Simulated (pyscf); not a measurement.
Optimised with ωB97X-D3(BJ)/def2-SVP in PySCF. MP2 and CC: frozen core, UHF for open shells. ΔMP2 is the change of the MP2 total energy from the triple- to the quadruple-zeta basis.

**Question.** Estimate by transition-state theory the rate constant of H₂S + H₃Si–Cl → H₃Si–SH + HCl (singlet surface; H–S, Cl–Si broken, S–Si, Cl–H formed) at 600 K, with CCSD(T)/def2-TZVPP + ΔMP2(QZVPP) energies (ideal gas, 1 atm, RRHO with modes under 100 cm⁻¹ raised to 100, one conformer, R ln 2 for rigid chiral ones; no tunnelling).

**Answer.** The electronic barrier is 37.4 kcal/mol and the thermal terms add +19.3, so ΔG‡ = 56.7 kcal/mol. With k_BT/h = 1.25e+13 s⁻¹ and RT = 1.192 kcal/mol, and a volume of 8.18e-20 cm³ per molecule at 1 atm, k = 2.2e-27 cm³ molecule⁻¹ s⁻¹. Wigner's tunnelling factor for 435i cm⁻¹ would be 1.05. A shift of 1 kcal/mol in the barrier changes k by a factor 2.3. On the product side the descent ends in a complex, 4.3 kcal/mol under the separated species and 29.0 kcal/mol under the saddle at ωB97X-D3(BJ)/def2-TZVP. At ωB97X-D3(BJ) the barrier from the zero used here is 33.4 kcal/mol. One saddle was located; it need not be the lowest between these sides. The CCSD(T) − MP2 part came from Ansatz, without density fitting, on the same reference.
